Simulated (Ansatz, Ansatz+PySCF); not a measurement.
```xyz
3

O     0.0000    0.0000   -1.2521
C     0.0000    0.0000    0.0000
O     0.0000    0.0000    1.2521
```

RHF-MP2 on singlet CO2 was run in several spherical basis sets with Ansatz (development build ahead of 0.2.0). Frozen core: 3 orbitals.

Task: Rank the basis sets by the total energy that they give, lowest first, with the distance from the lowest.
A. def2-TZVP
B. 6-31G(d)
C. def2-SVP
D. cc-pVDZ
E. cc-pVTZ

Result: A (0.00 eV), E (0.16 eV), D (4.82 eV), B (5.68 eV), C (9.46 eV).

Totals follow the description of the cores as much as that of the bonds, so this order isn't one of quality for chemistry.
